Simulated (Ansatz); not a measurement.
Reaction: BF3 (SMILES FB(F)F) → BF2 (SMILES F[B]F, doublet) + F (doublet) (the B-F bond breaks)
Each species at its own B3LYP-D3(BJ)/def2-TZVP minimum (Ansatz, a program for electronic structure).

Quantity: bond dissociation energy (electronic), in kcal/mol. Radicals and triplets start from unrestricted determinants; spin-orbit coupling is neglected. CBS(X,Y): correlation extrapolated as X^-3, Hartree-Fock from the larger set (Q,5: extrapolated as (X+1)exp(-9√X)). A bracket is a step between two methods taken in the basis named. The functionals are non-relativistic, so their misses hold any scalar relativity. Double hybrids freeze cores in their MP2 part. '+ core + X2C': CCSD(T) terms for core correlation (cc-pwCVTZ) and scalar relativity (cc-pVTZ-DK).

CCSD(T)/CBS(cc-pVQZ,cc-pV5Z) + [CCSDT(Q) - CCSD(T)]/cc-pVDZ + core + X2C (Ansatz) gives 174.0 kcal/mol.

**Question.** What does PBE/def2-TZVPD (Ansatz) give here, and how do the other levels compare?

**Answer.** PBE gives 170.6 kcal/mol, 3.4 kcal/mol below it. Differences of the others: r2SCAN/def2-TZVPD (Ansatz) -6.0; B3LYP/def2-TZVPD (Ansatz) -6.1; B2PLYP/def2-TZVPD (Ansatz) -4.0; CCSD(T)/CBS(cc-pVQZ,cc-pV5Z) + core + X2C (Ansatz) -0.1 kcal/mol. Nearer than PBE: CCSD(T)/CBS(cc-pVQZ,cc-pV5Z) + core + X2C.
